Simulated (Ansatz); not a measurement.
# BNH4 + HF: a complex and its separated parts

The complex below is one end of an elementary step. How strongly is it bound against its free parts?

Method: PBE0-D4/def2-TZVP structures, single points in def2-TZVPP, no counterpoise correction; program: Ansatz 0.2.0, Gaussian basis.

Levels: SPW92, PBE-D4, BLYP-D4, r2SCAN-D4, B97M-V, PBE0-D4, B3LYP-D4, r2SCAN0-D4, BHLYP-D4, CAM-B3LYP-D4, wB97X-V, wB97M-V, B2PLYP, PBE-QIDH, RPA on PBE, Hartree-Fock, MP2, CCSD, CCSD(T).

Correlated methods freeze the cores. B3LYP uses VWN-RPA correlation. B2PLYP carries no dispersion term here.

94 further runs of the same task are left out: 94 set aside as unsound or not needed.

### Step 1. Where the work starts

The complex: 8 atoms, charge 0, spin multiplicity 1.

Atoms are counted from 1 here; the program's logs count them from 0.

Bond lengths: B1–N2 1.399 Å, B1–H3 1.194 Å, B1–H4 1.194 Å, N2–H7 1.008 Å, N2–H8 1.008 Å, H5–F6 0.936 Å. Angles: N2–B1–H3 118.6°, N2–B1–H4 118.6°, H3–B1–H4 122.8°, B1–N2–H7 122.4°, B1–N2–H8 122.4°, H7–N2–H8 113.1°.

As a file:

```mol
BFH5N
  3D, bonds by distance, orders not assigned

  8  6  0  0  0  0  0  0  0  0999 V2000
    0.4551   -0.0887    1.0008 B   0  0
   -0.2064   -0.6786   -0.0815 N   0  0
    1.6486   -0.0621    0.9958 H   0  0
   -0.1979    0.3942    1.8758 H   0  0
   -0.3270    0.8942   -1.1493 H   0  0
   -0.4513    1.5851   -1.7678 F   0  0
   -1.2020   -0.8389   -0.0836 H   0  0
    0.2808   -1.2051   -0.7902 H   0  0
  1  2  8  0
  1  3  8  0
  1  4  8  0
  2  7  8  0
  2  8  8  0
  5  6  8  0
M  END
```

Its parts: BNH4 holds atoms 1, 2, 3, 4, 7, 8; HF holds atoms 5, 6. Each part counts its atoms afresh in its own runs.

### Step 2. Relaxing BNH4 alone

relax-a/in.yaml reads:

```yaml
crystal:
  periodic: [false, false, false]
  atoms:
    - {symbol: B, position_ang: [0.455139, -0.088694, 1.000817]}
    - {symbol: N, position_ang: [-0.206387, -0.678642, -0.081470]}
    - {symbol: H, position_ang: [1.648646, -0.062127, 0.995784]}
    - {symbol: H, position_ang: [-0.197946, 0.394153, 1.875762]}
    - {symbol: H, position_ang: [-1.201963, -0.838860, -0.083585]}
    - {symbol: H, position_ang: [0.280765, -1.205134, -0.790224]}
basis:
  gaussian: {orbitals: def2-TZVP}
hamiltonian: {xc: pbe0, dispersion: d4}
relax: {f_tol: 0.005, max_steps: 200}
```

The run is started by

```console
> ansatz run in.yaml --threads 2 --pin off --events-out ev --progress --plain --max-ram 4352MiB
```

Further steps of the session: Relaxing HF alone; SPW92/def2-TZVPP; PBE-D4/def2-TZVPP; BLYP-D4/def2-TZVPP; r2SCAN-D4/def2-TZVPP; B97M-V/def2-TZVPP; PBE0-D4/def2-TZVPP; B3LYP-D4/def2-TZVPP; r2SCAN0-D4/def2-TZVPP; BHLYP-D4/def2-TZVPP; CAM-B3LYP-D4/def2-TZVPP; wB97X-V/def2-TZVPP; wB97M-V/def2-TZVPP; B2PLYP/def2-TZVPP; PBE-QIDH/def2-TZVPP; RPA on PBE/def2-TZVPP; CCSD(T)/def2-TZVPP; Vibrations of BNH4; Vibrations of HF.

Q: Predict the outcome of this session. Wanted: complex less parts, CCSD(T)/def2-TZVPP; with zero-point energy; largest T1 diagnostic.

The runs gave:

```
                              quantity         value
complex less parts, CCSD(T)/def2-TZVPP  -19.5 kJ/mol
                with zero-point energy  -11.5 kJ/mol
                 largest T1 diagnostic         0.012
```

In words: At CCSD(T) the complex lies 19.5 kJ/mol below its parts. Among the functionals B2PLYP lands nearest to CCSD(T) (-0.7 kJ/mol) and SPW92 farthest (-17.7 kJ/mol). By rung, the mean size of the error is: LDA 17.7, GGA 5.3, meta-GGA 2.8, hybrid 3.8, range-separated hybrid 3.5, double hybrid 1.3 kJ/mol. PBE-D4 gives a relative energy 6.5 kJ/mol too low, outside chemical accuracy (1 kcal/mol, 4.2 kJ/mol). No counterpoise was applied, and triple zeta lacks some correlation, so the CCSD(T) reference has a basis error of its own, and close matches with it are partly luck.
